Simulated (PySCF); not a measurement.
Which proton of n-butane is most acidic?

Parent: n-butane, `CCCC` (C4H10). Optimised structure (Å), atoms numbered from 1:
```
C     1.8728   -0.5150    0.3588
C     0.4401   -0.0635    0.6143
C    -0.4404   -0.2232   -0.6227
C    -1.8724    0.2288   -0.3643
H     2.3228    0.0744   -0.4373
H     2.4778   -0.3982    1.2552
H     1.8962   -1.5617    0.0627
H     0.4392    0.9845    0.9230
H     0.0164   -0.6486    1.4338
H    -0.4409   -1.2716   -0.9303
H    -0.0178    0.3613   -1.4431
H    -1.8958    1.2770   -0.0729
H    -2.4804    0.1070   -1.2578
H    -2.3190   -0.3573    0.4363
```

Computed at M06-2X/ma-def2-TZVP // GFN2-xTB with PySCF (density fitting, grid level 3). The prefix ma- adds one diffuse s and one diffuse p function on all atoms but H. Zero-point and thermal terms (298.15 K, 1 bar) come from unscaled GFN2-xTB harmonic frequencies, with soft modes damped to free rotors in the entropy.

```
                 site    product  ΔH(acid) / kJ/mol  ΔG(acid) / kJ/mol  gas share  above best in toluene / kJ/mol
C2 (methylene carbon)   C[CH-]CC               1733               1699       89 %                             4.1
   C1 (methyl carbon)  [CH2-]CCC               1738               1704       11 %                             0.0
```

ΔH and ΔG refer to AH → A⁻ + H⁺ in the gas phase. Shares are Boltzmann weights among the listed products; an error of 10 kJ/mol changes a ratio about 56-fold. Sites whose products fell apart, merged with another or lost in a GFN2-xTB screen aren't listed. Values in solvent are IEF-PCM free energies relative to the most favourable product.

C2 (methylene carbon) comes out 5 kJ/mol ahead of C1 in free energy (4.7 kJ/mol in electronic energy). That lies inside the method's error, so the order is undecided and the shares mean little.

In toluene the product from C1 is solvated 148 kJ/mol more strongly than the parent (electrostatics only); C1 comes first there, though a continuum can't settle small differences.

Known limits: the order of C2 and C1 is undecided: the gaps lie inside the method's error (some 20 kJ/mol, one structure a species).

Hardware: 1 thread of Arm Neoverse N1, shared with other jobs. Command: `OMP_NUM_THREADS=1 python redox_run.py task.json out`. Structures, frequencies and single points: 3.3 min.
